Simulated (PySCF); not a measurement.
Compound: BeH (doublet state).
Cartesian coordinates in Å at the PBE0-D3(BJ)/def2-SVP level; atoms count from 1:
```xyz
2
BeH angstrom
Be     0.682   -0.007   -0.004
H     -0.676    0.010   -0.024
```

Identity: `[BeH]` [radical].

Level of theory: UKS B3LYP, def2-TZVP with uncontracted s and p shells and three added tight s functions on Be, pcH-1 on H, non-relativistic, mean-field spin-orbit, GIAO in PySCF 2.14.0. Isolated species at its PBE0-D3(BJ)/def2-SVP geometry, gas phase.

Principal values of hyperfine tensors in MHz (contact and dipolar terms together):

| atom | isotope | A1 | A2 | A3 |
| --- | --- | --- | --- | --- |
| H2 | 1H | 203.62 | 203.62 | 221.13 |
| Be1 | 9Be | -214.83 | -200.53 | -200.53 |

Split each tensor into its isotropic and traceless parts, and turn a_iso into mT with g = 2.0022.

a_iso is a third of the trace, T = A − a_iso, and a(mT) = a(MHz)/(g × 13.996).

```json
{"atom": "H2", "a_iso (MHz)": "209.45", "a_iso (mT)": "7.474", "T1": "-5.84", "T2": "-5.84", "T3": "11.67"}
{"atom": "Be1", "a_iso (MHz)": "-205.30", "a_iso (mT)": "-7.326", "T1": "-9.53", "T2": "4.77", "T3": "4.77"}
```

What spin density at the nucleus of Be1 lies behind its contact coupling (g_N = -0.78495)?

a_FC = (2μ0/3) gₑ μB g_N μN ρ(0)/(2S·h) = 800.24 MHz × g_N × ρ(0)/(2S), with ρ in bohr⁻³. With a_FC = -205.30 MHz and 2S = 1, ρ(0) = 0.3268 bohr⁻³. The nuclear moment is negative, so coupling and spin density have opposite signs.

Which nucleus of the table has the largest anisotropic coupling, and what is its form?

H2: -5.8, -5.8, 11.7 MHz, axial, in the ratio −1:−1:+2, as the symmetry of a linear species with an axial spin density requires.

In a single crystal, with the field along each principal axis of the tensor of H2 in turn, what first-order splitting does this nucleus give (isotropic g, quadrupole terms neglected)?

2 lines (I = 1/2), spaced by |A_i|/(g × 13.996): 7.27, 7.27, 7.89 mT along the axes of A1, A2 and A3.

On Arm Neoverse V1, one thread, no GPU (shared host), this took 0.7 s of wall time.
